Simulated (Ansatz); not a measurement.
Geometry optimisation, RKS BHLYP/6-31G* in Ansatz.

input.yaml

```yaml
crystal:
  periodic: [false, false, false]
  atoms:
    - { symbol: Si, position_ang: [0.0, 0.0, 0.0] }
    - { symbol: O, position_ang: [0.0, 0.0, 2.03] }
    - { symbol: H, position_ang: [-0.9095, -0.2814, 2.3671] }
    - { symbol: H, position_ang: [1.3768, 0.0, -0.4862] }
    - { symbol: H, position_ang: [-0.6877, 1.1914, -0.4862] }
    - { symbol: H, position_ang: [-0.6877, -1.1914, -0.4862] }
    - { symbol: P, position_ang: [1.2944, -1.9656, 0.782] }
    - { symbol: H, position_ang: [0.4981, -3.1353, 0.6631] }
    - { symbol: H, position_ang: [2.4646, -2.108, -0.0096] }
    - { symbol: H, position_ang: [0.6725, -1.0212, 1.8891] }
basis:
  gaussian: { orbitals: "6-31G*" }
hamiltonian:
  xc: { name: BHLYP }
relax:
  f_tol: 0.15
  max_steps: 25
  restrain:
    - { distance: [0, 6], at: 2.18, k: 30.0 }
    - { distance: [9, 1], at: 1.01, k: 30.0 }
    - { distance: [0, 1], at: 2.88, k: 30.0 }
    - { distance: [9, 6], at: 2.62, k: 30.0 }
```

Command:

```bash
$ ansatz run input.yaml --threads 1 --pin off --max-ram 2048MiB --backend cpu --events-out ev --progress --plain --runs-dir out
```

Task: Where does it end, and by what steps?

Result: The forces met the threshold. The restraints hold the end off the free minimum. After 19 steps the energy has fallen by 3.663 eV (the restraints' own energy left out); H4 moved furthest, 1.41 Å. Parted: Si1–O2 (2.03 → 2.88 Å), P7–H10 (1.58 → 2.62 Å).

```json
{"step": "0", "energy less start (eV)": "0.0000", "largest force component (eV/Å)": "2.653", "accepted": "yes"}
{"step": "1", "energy less start (eV)": "0.0740", "largest force component (eV/Å)": "2.717", "accepted": "yes"}
{"step": "2", "energy less start (eV)": "0.1605", "largest force component (eV/Å)": "2.909", "accepted": "yes"}
{"step": "3", "energy less start (eV)": "-0.1586", "largest force component (eV/Å)": "2.015", "accepted": "yes"}
{"step": "4", "energy less start (eV)": "-1.0446", "largest force component (eV/Å)": "1.933", "accepted": "yes"}
{"step": "5", "energy less start (eV)": "-1.9835", "largest force component (eV/Å)": "2.314", "accepted": "yes"}
{"step": "6", "energy less start (eV)": "-2.7455", "largest force component (eV/Å)": "1.954", "accepted": "yes"}
{"step": "7", "energy less start (eV)": "-3.0776", "largest force component (eV/Å)": "1.759", "accepted": "yes"}
{"step": "8", "energy less start (eV)": "-3.2850", "largest force component (eV/Å)": "1.604", "accepted": "yes"}
{"step": "9", "energy less start (eV)": "-3.3674", "largest force component (eV/Å)": "1.821", "accepted": "yes"}
{"step": "10", "energy less start (eV)": "-3.3625", "largest force component (eV/Å)": "3.132", "accepted": "yes"}
{"step": "11", "energy less start (eV)": "-3.4888", "largest force component (eV/Å)": "1.487", "accepted": "yes"}
{"step": "12", "energy less start (eV)": "-3.5506", "largest force component (eV/Å)": "1.049", "accepted": "yes"}
{"step": "13", "energy less start (eV)": "-3.5412", "largest force component (eV/Å)": "2.351", "accepted": "yes"}
{"step": "14", "energy less start (eV)": "-3.6303", "largest force component (eV/Å)": "1.168", "accepted": "yes"}
{"step": "15", "energy less start (eV)": "-3.6513", "largest force component (eV/Å)": "0.929", "accepted": "yes"}
{"step": "16", "energy less start (eV)": "-3.6479", "largest force component (eV/Å)": "0.969", "accepted": "no"}
{"step": "17", "energy less start (eV)": "-3.6557", "largest force component (eV/Å)": "0.944", "accepted": "yes"}
{"step": "18", "energy less start (eV)": "-3.6598", "largest force component (eV/Å)": "0.929", "accepted": "yes"}
{"step": "19", "energy less start (eV)": "-3.6630", "largest force component (eV/Å)": "0.904", "accepted": "yes"}
```

```xyz
10
Properties=species:S:1:pos:R:3
Si 0.416 -0.311 -0.451
O -0.632 -0.262 2.235
H -1.180 -0.931 2.648
H 1.011 -0.316 -1.809
H 0.523 1.066 0.058
H -0.994 -0.717 -0.581
P 1.557 -1.695 0.838
H 0.646 -2.768 0.785
H 2.434 -2.226 -0.128
H 0.241 -0.351 2.668
```

Run time: 61 s on 1 thread of Arm Neoverse V1, with other jobs on the host, peak memory 0.14 GiB.
